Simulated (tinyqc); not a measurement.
The integration grid: Kohn-Sham B3LYP on finer and finer grids in the sto-6g basis, for LiH, spin multiplicity 1. Computed by the program tinyqc with PySCF. 

Geometry (angstrom):

| atom | x | y | z |
|---|---|---|---|
| Li | 0.0000 | 0.0000 | 0.0000 |
| H | 0.0000 | 0.0000 | 1.3880 |

Self-consistent on each grid; the net force on the molecule should vanish.

Kohn-Sham energy on Becke grids (radial x angular points per atom):

| grid | points | residual of the electron count | E (hartree) | E - finest (mhartree) | largest net force without grid terms (hartree/bohr) |
|---|---|---|---|---|---|
| 10 x 14 | 273 | -3.97e-02 | -8.029347 | 21.054639 | 2.08e-02 |
| 15 x 26 | 769 | 2.72e-02 | -8.055224 | -4.822657 | 5.13e-03 |
| 20 x 50 | 1986 | -4.52e-04 | -8.050273 | 0.128028 | 2.99e-04 |
| 30 x 86 | 5139 | 8.79e-05 | -8.050452 | -0.050705 | 4.12e-04 |
| 50 x 194 | 19356 | 4.93e-06 | -8.050404 | -0.002691 | 1.48e-05 |
| 75 x 302 | 45206 | -5.27e-07 | -8.050401 | 0.000061 | 6.14e-07 |
| 120 x 590 | 141365 | -5.55e-09 | -8.050401 | 0.000000 | 3.56e-07 |

The energy is within 0.1 mhartree of the finest grid first at 30 x 86. The error has both signs, since quadrature is not variational. The electron count and the net force are cheap signs of a poor grid.
